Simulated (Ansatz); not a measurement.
hcp Tc

The numbers are results of PBE (Ansatz, a quantum-chemistry and plane-wave program, PAW), not measurements.

Numerical settings: plane-wave cutoff 520 eV, 24×24×12 k mesh (along the axes of the cell as run), Fermi–Dirac smearing 0.05 eV, no spin polarisation, scalar-relativistic PAW data made under PBE.

Cell (relaxed at this level):

```cif
data_Tc2
_chemical_formula_sum 'Tc2'
_space_group_name_H-M_alt 'P63/mmc'
_space_group_IT_number 194
_space_group_name_Hall '-P 6c 2c'
_cell_length_a 2.75186
_cell_length_b 2.75186
_cell_length_c 4.40349
_cell_angle_alpha 90.000
_cell_angle_beta 90.000
_cell_angle_gamma 120.000
loop_
_atom_site_label
_atom_site_type_symbol
_atom_site_symmetry_multiplicity
_atom_site_Wyckoff_symbol
_atom_site_fract_x
_atom_site_fract_y
_atom_site_fract_z
_atom_site_occupancy
Tc1 Tc 2 c 0.33333 0.66667 0.25000 1
```

```
Item                                          Value
------------------------------------------  -------
bulk modulus                                300 GPa
band gap                                       none
pressure derivative B′ of the bulk modulus      4.5
```

Measured, for comparison: bulk modulus 303 GPa (zero-point energy and finite temperature contributions removed; as tabulated in doi:10.1021/acs.jctc.3c00612). Computed (rounded) less measured: bulk modulus -1.0 %.

Note: the bulk modulus comes from volumes at which shape and atoms were relaxed.

Spin–orbit coupling is not included.

Computed values are for the static lattice.

The result took around 6 core-minutes (rough).
